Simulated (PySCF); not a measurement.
Start geometry of `O=P([O-])([O-])[O-]` from GFN2-xTB (Å):
```
atom  x, y, z in Å
O1     0.2316   -0.4200    1.5209
P2    -0.0040   -0.0039   -0.0056
O3    -0.8524    1.3430   -0.0983
O4     1.4457    0.2109   -0.6978
O5    -0.7873   -1.1639   -0.7570
```

Task: What comes out of this run: PBE0-D3(BJ)/def2-SVP geometry optimisation, gas phase (PySCF)?

Result: 
```
atom  x, y, z in Å
O1    -0.527    1.312   -0.740
P2     0.008   -0.006   -0.008
O3     1.381    0.321    0.745
O4    -1.077   -0.503    1.057
O5     0.255   -1.156   -1.093
```

The energy falls by 1.5 kJ/mol over 7 energy and gradient evaluations, the largest force component goes from 0.0190 to 1.1e-04 Eh/bohr, and the atoms move by 0.015 Å rms after alignment. The bond that changes most is P2–O4 (ends: phosphoryl phosphorus; oxygen bonded to P), which shortens by 0.021 Å. Bonds longer at the end by more than 0.005 Å: 2 of 4; shorter: 1. The orientation of the end geometry is arbitrary; only internal coordinates are fixed.

The run used 74 basis functions and 46 SCF cycles in all. The run took 11 s on one thread of an Arm Neoverse V1, on a shared host, and the process peaked at 0.32 GiB of memory.

PBE0-D3(BJ)/def2-SVP frequencies: not computed here. Whether so highly charged an anion holds all its electrons in the gas phase wasn't checked; a finite basis holds them in any case. No counter-ion or solvent screens the charge of this multiply charged ion.
